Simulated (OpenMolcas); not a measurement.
**H2S2 (SMILES SS), step by step**

We compute the energy (HF/STO-3G), then the energy (CASSCF(2,2)/STO-3G), then a single-point energy (CASPT2(2,2)/STO-3G), then the energy (SC-NEVPT2(2,2)/STO-3G), then a single-point energy (MRCI(2,2)/STO-3G) of H2S2. 

Program for the calculation: OpenMolcas 26.06.

1 further run of the same task is left out (for a known fault of the program).

**1. The molecule**

The species is H2S2 (4 atoms), meant as a singlet with charge 0. SMILES: `SS`. Geometry: relaxed at GFN2-xTB.

Bond lengths: S1–S2 2.046 Å, S1–H3 1.341 Å, S2–H4 1.341 Å. Angles: S1–S2–H4 98.2°, S2–S1–H3 98.1°.

**2. A single-point energy at HF/STO-3G (run 1)**

File step1.input:

```
>>> EXPORT MOLCAS_PRINT=2
&GATEWAY
BASLIB=$CurrDir
COORD
4
angstrom
S        0.766910      -0.797130       0.143430
S        0.033670       1.111880       0.078440
H       -0.206390      -1.349250       0.881770
H       -0.594200       1.034510      -1.103650
BASIS=STO-3G
GROUP=NoSym
&SEWARD
&SCF
PRORBITALS=1 1
```

The basis set STO-3G is read from a file made from the Basis Set Exchange's data (not shown).

On the command line:

```console
$ export MOLCAS_MEM=1860
$ pymolcas step1.input > step1.log
```

Log:

```text
--- Start Module: gateway ---
[...]
--- Stop Module: gateway /rc=_RC_ALL_IS_WELL_ ---
--- Start Module: seward ---
[...]
      Basis functions           20
--- Stop Module: seward /rc=_RC_ALL_IS_WELL_ ---
--- Start Module: scf ---
[...]
       Convergence after   8 Iterations
[...]
::    Total SCF energy                               -787.4906785034
[...]
      Total spin, S                                     0.0000000000
[...]
      Total electronic charge=   34.000000
      Total            charge=   -0.000000
[...]
      Dipole Moment (debye):
      Origin of the operator (angstrom)=    0.3758    0.1478    0.1042
                   X= -9.7724E-01               Y= -3.8473E-01               Z= -2.7106E-01           Total=  1.0847E+00
      Quadrupole Moment (debye*angstrom):
[...]
--- Stop Module: scf /rc=_RC_ALL_IS_WELL_ ---
[...]
```

Run time: 1.6 s. Hardware: 1 thread of Arm Neoverse V1, shared host; peak memory 0.37 GiB.

**3. A single-point energy at CASSCF(2,2)/STO-3G (run 2)**

File step2.input:

```
* H2S2 CASSCF
>>> EXPORT MOLCAS_PRINT=2

&GATEWAY
  BasLib=$CurrDir
  Coord
  4
  angstrom
  S        0.766910      -0.797130       0.143430
  S        0.033670       1.111880       0.078440
  H       -0.206390      -1.349250       0.881770
  H       -0.594200       1.034510      -1.103650
  Basis=STO-3G
  Group=NoSym

&SEWARD

&RASSCF
  FileOrb=$CurrDir/step1.ScfOrb
  Spin=1
  Nactel=2 0 0
  Inactive=16
  Ras2=2
  OrbListing=Nothing
  OrbAppear=Compact
```

The basis set STO-3G is read from a file made from the Basis Set Exchange's data (not shown).

On the command line:

```console
$ export MOLCAS_MEM=1860
$ pymolcas step2.input > step2.log
```

Log:

```text
--- Start Module: gateway ---
[...]
--- Stop Module: gateway /rc=_RC_ALL_IS_WELL_ ---
--- Start Module: seward ---
[...]
      Basis functions           20
--- Stop Module: seward /rc=_RC_ALL_IS_WELL_ ---
--- Start Module: rasscf ---
[...]
      Number of active orbitals                  2
[...]
      Spin quantum number                      0.0
[...]
      Active orbitals                            2
[...]
      Number of CSFs                             3
[...]
      Number of root(s) required                 1
[...]
      Convergence after 40 iterations
[...]
      printout of CI-coefficients larger than  0.05 for root  1
      energy=    -787.509275
      conf/sym  11     Coeff  Weight
             1  20   0.98957 0.97926
             3  02  -0.14402 0.02074
      Natural orbitals and occupation numbers for root  1
      sym 1:   1.958516   0.041484
      ************************************************************************************************************************
      *                                                    Final results                                                     *
[...]
::    RASSCF root number  1 Total energy:   -787.50927549
[...]
      Total electronic charge=   34.000000
      Total            charge=   -0.000000
[...]
      Dipole Moment (debye):
      Origin of the operator (angstrom)=    0.3758    0.1478    0.1042
                   X= -9.7579E-01               Y= -3.8415E-01               Z= -2.7064E-01           Total=  1.0830E+00
      Quadrupole Moment (debye*angstrom):
[...]
--- Stop Module: rasscf /rc=_RC_ALL_IS_WELL_ ---
[...]
```

Run time: 2.4 s. Hardware: 1 thread of Arm Neoverse V1, shared host; peak memory 0.37 GiB.

**4. The energy at CASPT2(2,2)/STO-3G (run 3)**

File step3.inp:

```
>>> EXPORT MOLCAS_PRINT=2

&GATEWAY
  BasLib = $CurrDir
  Coord
  4
  angstrom
  S        0.766910      -0.797130       0.143430
  S        0.033670       1.111880       0.078440
  H       -0.206390      -1.349250       0.881770
  H       -0.594200       1.034510      -1.103650
  Basis = STO-3G
  Group = NoSym

&SEWARD

&RASSCF
  FileOrb = $CurrDir/step2.RasOrb
  Spin = 1
  Nactel = 2 0 0
  Inactive = 16
  Ras2 = 2
  OrbListing = Nothing
  OrbAppear = Compact

&CASPT2
  Imaginary = 0.1
  Frozen = 10
```

The basis set STO-3G is read from a file made from the Basis Set Exchange's data (not shown).

On the command line:

```console
$ export MOLCAS_MEM=1860
$ pymolcas step3.inp > step3.log
```

Log:

```text
--- Start Module: gateway ---
[...]
--- Stop Module: gateway /rc=_RC_ALL_IS_WELL_ ---
[...]
      Basis functions           20
[...]
--- Start Module: rasscf ---
[...]
      Number of active orbitals                  2
[...]
      Spin quantum number                      0.0
[...]
      Active orbitals                            2
[...]
      Number of CSFs                             3
[...]
      Number of root(s) required                 1
[...]
      Convergence after  4 iterations
[...]
      printout of CI-coefficients larger than  0.05 for root  1
      energy=    -787.509275
      conf/sym  11     Coeff  Weight
             1  20   0.98957 0.97926
             3  02  -0.14402 0.02074
      Natural orbitals and occupation numbers for root  1
      sym 1:   1.958515   0.041485
      ************************************************************************************************************************
      *                                                    Final results                                                     *
[...]
::    RASSCF root number  1 Total energy:   -787.50927549
[...]
      Total electronic charge=   34.000000
      Total            charge=   -0.000000
[...]
      Dipole Moment (debye):
      Origin of the operator (angstrom)=    0.3758    0.1478    0.1042
                   X= -9.7579E-01               Y= -3.8414E-01               Z= -2.7064E-01           Total=  1.0830E+00
      Quadrupole Moment (debye*angstrom):
[...]
--- Stop Module: rasscf /rc=_RC_ALL_IS_WELL_ ---
--- Start Module: caspt2 ---
[...]
 ###    WARNING: User changed nr of frozen orbitals.                         ###
 ###############################################################################
[...]
      E2 (Variational):          -0.0339743248
      Total energy:            -787.5432498192
[...]
      Reference weight:           0.98311
[...]
::    CASPT2 Root  1     Total energy:   -787.54324982
[...]
--- Stop Module: caspt2 /rc=_RC_ALL_IS_WELL_ ---
[...]
```

It took 1.8 s on 1 thread of Arm Neoverse V1, shared host; peak memory 0.37 GiB.

**5. A single-point energy at SC-NEVPT2(2,2)/STO-3G (run 4)**

File step4.inp:

```
* H2S2 NEVPT2
>>> EXPORT MOLCAS_PRINT=2

&gateway
 baslib=$CurrDir
 coord
 4
 angstrom
 S        0.766910      -0.797130       0.143430
 S        0.033670       1.111880       0.078440
 H       -0.206390      -1.349250       0.881770
 H       -0.594200       1.034510      -1.103650
 basis=STO-3G
 group=NoSym

&seward

&rasscf
 fileorb=$CurrDir/step2.RasOrb
 spin=1
 nactel=2 0 0
 inactive=16
 ras2=2
 orblisting=Nothing
 orbappear=Compact

&caspt2
 sc-nevpt2
 frozen=10
```

The basis set STO-3G is read from a file made from the Basis Set Exchange's data (not shown).

On the command line:

```console
$ export MOLCAS_MEM=1860
$ pymolcas step4.inp > step4.log
```

Log:

```text
--- Start Module: gateway ---
[...]
--- Stop Module: gateway /rc=_RC_ALL_IS_WELL_ ---
[...]
      Basis functions           20
[...]
--- Start Module: rasscf ---
[...]
      Number of active orbitals                  2
[...]
      Spin quantum number                      0.0
[...]
      Active orbitals                            2
[...]
      Number of CSFs                             3
[...]
      Number of root(s) required                 1
[...]
      Convergence after  4 iterations
[...]
      printout of CI-coefficients larger than  0.05 for root  1
      energy=    -787.509275
      conf/sym  11     Coeff  Weight
             1  20   0.98957 0.97926
             3  02  -0.14402 0.02074
      Natural orbitals and occupation numbers for root  1
      sym 1:   1.958515   0.041485
      ************************************************************************************************************************
      *                                                    Final results                                                     *
[...]
::    RASSCF root number  1 Total energy:   -787.50927549
[...]
      Total electronic charge=   34.000000
      Total            charge=   -0.000000
[...]
      Dipole Moment (debye):
      Origin of the operator (angstrom)=    0.3758    0.1478    0.1042
                   X= -9.7579E-01               Y= -3.8414E-01               Z= -2.7064E-01           Total=  1.0830E+00
      Quadrupole Moment (debye*angstrom):
[...]
--- Stop Module: rasscf /rc=_RC_ALL_IS_WELL_ ---
--- Start Module: caspt2 ---
[...]
 ###    WARNING: User changed nr of frozen orbitals.                         ###
 ###############################################################################
[...]
      E2 (Variational):          -0.0343153696
[...]
      E2 (Variational):          -0.0343033284
      Total energy:            -787.5435788229
[...]
      Reference weight:           0.98264
[...]
::    SC-NEVPT2 Root  1     Total energy:   -787.54357882
[...]
--- Stop Module: caspt2 /rc=_RC_ALL_IS_WELL_ ---
[...]
```

Wall time 1.7 s (1 thread of Arm Neoverse V1, shared host); peak memory 0.37 GiB.

**6. A single-point energy at MRCI(2,2)/STO-3G (run 5)**

File step5.inp:

```
&GATEWAY
 BasLib=$CurrDir
 Coord
 4
 angstrom
 S        0.766910      -0.797130       0.143430
 S        0.033670       1.111880       0.078440
 H       -0.206390      -1.349250       0.881770
 H       -0.594200       1.034510      -1.103650
 Basis=STO-3G
 Group=NoSym

&SEWARD

&RASSCF
 FileOrb=$CurrDir/step2.RasOrb
 Spin=1
 Nactel=2 0 0
 Inactive=16
 Ras2=2
 OrbListing=Nothing
 OrbAppear=Compact

&MOTRA
 LumOrb
 Frozen=10

&GUGA
 Electrons=14
 Spin=1
 Inactive=6
 Active=2
 CIAll=1

&MRCI
 SDCI
```

The basis set STO-3G is read from a file made from the Basis Set Exchange's data (not shown).

On the command line:

```console
$ export MOLCAS_MEM=1860
$ pymolcas step5.inp > step5.log
```

Log:

```text
--- Start Module: gateway ---
[...]
--- Stop Module: gateway /rc=_RC_ALL_IS_WELL_ ---
[...]
      Basis functions           20
[...]
      Number of active orbitals                  2
[...]
      Spin quantum number                      0.0
[...]
      Active orbitals                            2
[...]
      Number of CSFs                             3
[...]
      Number of root(s) required                 1
[...]
      Convergence after  4 iterations
[...]
      printout of CI-coefficients larger than  0.05 for root  1
      energy=    -787.509275
      conf/sym  11     Coeff  Weight
             1  20   0.98957 0.97926
             3  02  -0.14402 0.02074
      Natural orbitals and occupation numbers for root  1
      sym 1:   1.958515   0.041485
      ************************************************************************************************************************
      *                                                    Final results                                                     *
[...]
::    RASSCF root number  1 Total energy:   -787.50927549
[...]
      Dipole Moment (debye):
      Origin of the operator (angstrom)=    0.3758    0.1478    0.1042
                   X= -9.7579E-01               Y= -3.8414E-01               Z= -2.7064E-01           Total=  1.0830E+00
      Quadrupole Moment (debye*angstrom):
[...]
      *** WARNING: Default frozen orbitals is overwritten by user input.
      *** Default values:  10
[...]
--- Start Module: guga ---
[...]
--- Stop Module: guga /rc=_RC_ALL_IS_WELL_ ---
--- Start Module: mrci ---
[...]
       (But an ACPF correction will be computed)
       USE THE DEFAULT ACPF G-VALUE GFAC=  0.14285714285714285
[...]
                      CI ENERGY:  -787.55848716
[...]
                ACPF CORRECTION:    -0.00158274
[...]
      Total electronic charge=   34.000000
      Total            charge=   -0.000000
[...]
     ACPF CORRECTION:     -0.00158274
[...]
  CI State   1     Total energy:   -787.55848716     QDav:     -0.00185648     QACPF:     -0.00158274
[...]
--- Stop Module: mrci /rc=_RC_ALL_IS_WELL_ ---
[...]
```

Wall time 1.9 s (1 thread of Arm Neoverse V1, shared host); peak memory 0.37 GiB.

**7. What came out**

```
                                                    quantity          value
                              run 1, HF/STO-3G: total energy  -787.49068 Eh
                             run 1, HF/STO-3G: dipole moment         1.08 D
                               run 1, HF/STO-3G: HOMO energy       -7.35 eV
                               run 1, HF/STO-3G: LUMO energy        9.33 eV
                             run 1, HF/STO-3G: HOMO–LUMO gap       16.67 eV
                     run 2, CASSCF(2,2)/STO-3G: total energy  -787.50928 Eh
   run 2, CASSCF(2,2)/STO-3G: dipole moment (CASSCF density)         1.08 D
                     run 3, CASPT2(2,2)/STO-3G: total energy  -787.54325 Eh
   run 3, CASPT2(2,2)/STO-3G: dipole moment (CASSCF density)         1.08 D
                  run 4, SC-NEVPT2(2,2)/STO-3G: total energy  -787.54358 Eh
run 4, SC-NEVPT2(2,2)/STO-3G: dipole moment (CASSCF density)         1.08 D
                       run 5, MRCI(2,2)/STO-3G: total energy  -787.55849 Eh
     run 5, MRCI(2,2)/STO-3G: dipole moment (CASSCF density)         1.08 D
```
